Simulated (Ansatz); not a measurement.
CaB6-type LaB₆, relaxed in Ansatz (plane waves) with several semilocal functionals. Each gives its own volume and its own bulk modulus:

| level | V0 (Å³/atom) | bulk modulus (GPa) | ln V0 | ln B0 |
|---|---|---|---|---|
| LDA | 9.832 | 188.7 | 2.2856 | 5.2402 |
| PBEsol | 10.062 | 180.2 | 2.3088 | 5.1941 |
| PBE | 10.246 | 173.7 | 2.3269 | 5.1573 |

Fit a straight line to ln B0 against ln V0. What does it predict for r²SCAN, whose volume is 10.229 Å³/atom?

With x = ln V0 and y = ln B0: means 2.30710 and 5.19720; Σ(Δx Δy) = -0.001720, Σ(Δx²) = 0.0008572, so the slope is -2.01. At x = 2.3252 the line gives y = 5.19720 + (-2.01) × (2.3252 − 2.30710) = 5.1608, or 174.3 GPa. The run with r²SCAN gives 179.7 GPa, +3.1 % from the line. The rows used scatter about it by up to 0.0 %, while the largest value lies 9 % above the smallest. For comparison, PBE's own equation of state has B′ = 3.7, the slope −d ln B/d ln V at a fixed functional; the two needn't agree, since functionals also differ at one volume.

Measured: 164 ± 2 GPa (measured, room temperature, no zero-point or thermal correction, isothermal; as tabulated in LaB6 under pressure, Phys. Rev. B 80, 172104 (doi 10.1103/PhysRevB.80.172104)).

Ansatz's density-functional and Hartree–Fock values are scalar-relativistic unless marked +SOC, with PAW data made under PBE.

Ansatz is a first-principles code.
